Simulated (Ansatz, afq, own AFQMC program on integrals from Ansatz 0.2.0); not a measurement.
**AlH, triplet in cc-pVQZ, levels against full CI**

```xyz
2

Al    0.0000    0.0000    0.0000
H     0.0000    0.0000    1.6045
```

Basis cc-pVQZ. Noble-gas cores (and the filled d shells of Ga–Kr and In–Xe) are frozen. Integrals, coupled cluster, full CI and functionals: Ansatz 0.2.0; the random walks run on the same integrals in our own AFQMC program. The CISD trial takes its coefficients from CCSD amplitudes. Released means that phaseless walkers are propagated on without the constraint, phases kept. Free AFQMC starts from the CCSD state and is never constrained. Its projection time is finite, and what remains of the start isn't in its error. Error bars are statistical, one sigma.

Determinant: UHF, the one that the program's search chose, which needn't be the lowest solution. The geometry is a PBE0/def2-TZVP stationary point of this or a neighbouring charge and spin state.

Full CI is exact in this basis; its frozen core comes from its own orbitals, which moves totals by up to a few meV.

Cautions: lower spins were not checked; full CI with its own frozen core.

The T1 diagnostic is 0.0284, the weight of the determinant in the CISD state is 0.945 and the ⟨S²⟩ of the determinant is 2.008. The size of the correlated space is 4 electrons in 84 orbitals.

```
  level  correlation energy (eV)
    MP2                  -1.2128
   CCSD                  -1.5817
CCSD(T)                  -1.6254
```

Task: Estimate where full CI lies against CCSD(T) in the same basis.

Result: 1.5 kJ/mol below CCSD(T).

Reference: full CI, correlation energy -1.641 eV. The released energy is read at 1.50 1/Eh (meV from the phaseless value at times in 1/Eh: -3.4 ± 1.4 at 0.24, -5.0 ± 1.3 at 0.50, -6 ± 3 at 1.00, -6.1 ± 1.4 at 1.50).

| level | E − E(reference) (kJ/mol) | share of correlation (%) |
| --- | --- | --- |
| CCSD(T) | 1.5 | 99.07 |
| CCSDT | 0.0 | 100.01 |
| CCSDT(Q) | -0.1 | 100.06 |
| ph-AFQMC/HF | 1.6 ± 1.6 | 98.99 |
| ph-AFQMC/CISD | 0.9 ± 0.1 | 99.43 |
| released AFQMC | 0.3 ± 0.1 | 99.80 |
| free AFQMC | 0.0 ± 0.09 | 100.02 |

CCSDT and higher add their correlation energy to the determinant of the CCSD(T) run, since their own runs factorise the integrals more tightly (a shift of under 2 meV). Free projections are given only where their last times agree within the noise and don't stop above the reference; a slow remainder of the start can still hide under it. A walk keeps the symmetry of its determinant, which the program's search chose and which needn't be the lowest solution, so a lower state of the same spin and another symmetry isn't excluded. Released energies are given only where the last usable release times agree within the noise; a slower fall can still hide under it.
